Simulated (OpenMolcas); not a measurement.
CH5Si (SMILES C[SiH2]): the dipole moment, rung by rung

CH5Si has 7 atoms, charge 0, and is taken as a doublet. SMILES: `C[SiH2]`. The shape is that of a PBE0-D4/def2-TZVP optimisation.

Each level gives the dipole moment (D). The values are calculated.

| level | kind | program | value (D) |
| --- | --- | --- | --- |
| UHF/aug-cc-pVDZ | Hartree–Fock | OpenMolcas | 0.85 |
| USVWN5/aug-cc-pVDZ | LDA | OpenMolcas | 0.97 |
| U-revPBE/aug-cc-pVDZ | GGA | OpenMolcas | 0.95 |
| UBLYP/aug-cc-pVDZ | GGA | OpenMolcas | 0.91 |
| UB3LYP/aug-cc-pVDZ | global hybrid | OpenMolcas | ? |
| UBHLYP/aug-cc-pVDZ | global hybrid | OpenMolcas | 0.85 |
| UM06-2X/aug-cc-pVDZ | hybrid meta-GGA | OpenMolcas | ? |
| UPBE0/aug-cc-pVDZ | global hybrid | OpenMolcas | 0.92 |

**Question.** Estimate the missing values from the other rows.

**Answer.** As computed at these levels: UB3LYP/aug-cc-pVDZ: 0.89 D; UM06-2X/aug-cc-pVDZ: 0.82 D. The values span 0.82 to 0.97 D. Magnitudes only: a small dipole may point the other way at some levels.
